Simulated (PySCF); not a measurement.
A side-by-side comparison of computed properties.

First species: 2-methyl-3-butyn-2-ol, C5H8O.
SMILES: `CC(O)(C)C#C`

Second species: C3H6OS.
Z-matrix (Å and degrees, PBE0-D3(BJ)/def2-SVP geometry), rows numbered from 1:
```
C 
C   1  1.3284
S   2  1.7972  1  117.64
C   3  1.8188  2   96.19  1  -116.66
O   3  1.5012  2  106.72  1    -7.53
H   1  1.0963  2  118.52  3     3.17
H   1  1.0927  2  121.88  3  -177.10
H   2  1.0951  1  125.63  3   175.21
H   4  1.0986  3  107.84  2    58.76
H   4  1.0985  3  106.27  2   177.12
H   4  1.0996  3  110.45  2   -63.43
```

Levels: PBE0/pcSseg-1 for dipole moment, HOMO energy, LUMO energy and HOMO–LUMO gap; PBE0-D3(BJ)/def2-SVP for rotational constant A and rotational constant C. Geometries: PBE0-D3(BJ)/def2-SVP. Each species is one conformer at its optimised geometry, gas phase, non-relativistic unless stated; the electronic structure was computed with PySCF and density fitting.

Dipoles, sizes and rotational constants follow the conformer. The torsions of the flexible species, by atom-mapped SMILES:
- `[CH:1]#[C:2][C:3]([CH3:4])([CH3:5])[OH:6]`: H–O6–C3–C2 56°
- `[CH2:1]=[CH:2][S@@:3]([CH3:4])=[O:5]`: C1–C2–S3–C4 -117°

Values for the first species:

```
Dipole moment         : 1.37 D
HOMO energy           : -7.81 eV
LUMO energy           : 0.80 eV
HOMO–LUMO gap         : 8.61 eV
Rotational constant A : 4.829 GHz
Rotational constant C : 2.703 GHz
```

(1) Estimate the same properties for the second species, and the change in each.

Results:

(1) 
```csv
property,first,second,second less first
dipole moment,1.37 D,3.72 D,+2.35 D
HOMO energy,-7.81 eV,-6.72 eV,+1.09 eV
LUMO energy,0.80 eV,-0.57 eV,-1.37 eV
HOMO–LUMO gap,8.61 eV,6.15 eV,-2.46 eV
rotational constant A,4.829 GHz,6.376 GHz,+1.547 GHz
rotational constant C,2.703 GHz,2.729 GHz,+0.026 GHz
```

On the first: In atomic units the dipole is 0.54 e·bohr (1 au = 2.5417 D).

On the second: A dipole of 3.72 D is allowed in C1, and pure rotational transitions are dipole-allowed. In atomic units the dipole is 1.47 e·bohr (1 au = 2.5417 D).
